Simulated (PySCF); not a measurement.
Bond length, frequency and bond energy of SF⁻ by level of theory

State: ¹Σ⁺ (singlet), closed shell. Set-up: PySCF, no relativity, basis sets S def2-SVPD, F def2-SVPD. De refers to S + F⁻ in their high-spin ground configurations, without counterpoise correction. A positive dipole points towards F; it is taken about the centre of mass and depends on that origin.

```csv
Level,Re (Å),ωe (cm⁻¹),De (eV),μ (D)
RHF,1.719,690,n/a,0.85
RHF-MP2,1.765,636,1.98,n/a
RHF-SCS-MP2,1.769,627,2.02,n/a
RHF-CCSD,1.765,630,n/a,n/a
RHF-CCSD(T),1.776,609,2.05,n/a
LDA,1.733,658,3.23,1.32
PBE,1.770,608,2.58,1.19
BP86,1.772,603,2.57,1.21
TPSS,1.767,617,2.56,1.18
r²SCAN,1.752,635,2.49,1.24
PBE0,1.739,658,2.46,1.15
LC-ωPBE,1.735,678,2.26,1.03
```

Which functional lies closest to RHF-CCSD(T) in De, which farthest, and by how much do they differ from it?

Closest is LC-ωPBE (-4.1 pm in Re, +11.3 % in ωe, +0.21 eV in De against RHF-CCSD(T) in the same basis), farthest LDA (-4.3 pm in Re, +8.0 % in ωe, +1.18 eV in De). CCSD(T) converges more slowly with the basis than the functionals do and binds too weakly in this one, so the order can change at the basis-set limit.

What does a quarter of exact exchange do here, going from PBE to PBE0?

PBE0 less PBE: -3.1 pm in Re, +8.2 % in ωe, -0.12 eV in De. Exact exchange removes part of the self-interaction that spreads semilocal densities, and in most molecules shortens and stiffens the bond and lowers De; so it does here.

What does the gradient correction do here, going from LDA to PBE?

PBE less LDA: +3.7 pm in Re, -7.6 % in ωe, -0.65 eV in De. The gradient correction favours the more uneven density of free atoms, so it tends to lengthen bonds and takes away much of the overbinding of LDA; so it does here.

Correlated steps freeze 6 core orbitals. Correlated levels converge slowly with the basis: in double zeta they bind strong bonds too weakly, by up to about 1 eV, and carry superposition errors of some tenths. For an ion De counts to the pair picked by the measured ionisation energies or electron affinities, which need not be the lowest pair at this level. Where the molecule has an RHF reference, its open-shell atoms are computed with UHF. The highest Kohn–Sham level is positive in this anion. Much of that is self-interaction error, but it also means that the finite basis helps to hold the extra electron.
